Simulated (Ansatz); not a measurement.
The cluster Mg₂H, relaxed as a doublet with UKS PBE0-D4/def2-TZVP in Ansatz, starting from the GFN2-xTB geometry. Force threshold 0.02 eV/Å.

The structure comes from a short search, and lower isomers may exist.

Start:

| atom | x (Å) | y (Å) | z (Å) |
| --- | --- | --- | --- |
| Mg1 | -0.5896 | -1.2574 | -1.0187 |
| Mg2 | -0.6110 | 1.2113 | 0.1314 |
| H3 | 1.2006 | 0.0461 | 0.8874 |

**Question.** Estimate the energy that the relaxation releases and the steps that it takes.

**Answer.** 82.3 kJ/mol, in 14 steps; 10 s on 4 threads of Arm Neoverse V2 on a shared host. No frequencies were taken in this run, so the end may be a saddle point.

**Question.** Does the start keep its bonding and symmetry?

**Answer.** Bonds formed: Mg2–H3 (atoms count from 1). Point group Cs at the start, C∞v at the end, both within 0.05 Å.

**Question.** Predict the relaxed structure.

**Answer.** 
Cartesian coordinates in Å:
```
Mg -1.260 -1.580 -1.654
Mg 0.207 0.269 0.277
H 1.052 1.311 1.378
```
Bond lengths (bridged metal pairs left out): 1 × Mg–Mg 3.05 Å; 1 × H–Mg 1.74 Å.
